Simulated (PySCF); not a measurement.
hydrogen peroxide cation (H2O2), SMILES OO (connectivity only; charge and spin as stated), charge +1, multiplicity 2. Geometry optimised at B3LYP-D3(BJ)/def2-TZVP. The spin state was assumed, not searched.

Level of theory: B3LYP-D3(BJ)/def2-TZVP (PySCF).

Harmonic wavenumbers (cm⁻¹): 866, 1247, 1310, 1585, 3400, 3420. Rotational constants (GHz): 305.4, 32.46, 29.34; symmetry number 2.

Question: Work out the zero-point energy and the ideal-gas rigid-rotor harmonic-oscillator thermochemistry at 298.15 K and 1 atm.

Answer: ZPE = ½ Σ hcν = ½ × 11828 cm⁻¹ = 16.91 kcal/mol. H − E(el) = 19.34 kcal/mol. Entropy in cal/(mol K): translation 36.50, rotation 16.28, vibration 0.23, spin 1.38, total 54.39. G − E(el) = 3.12 kcal/mol. Cp = 8.87 cal/(mol K).
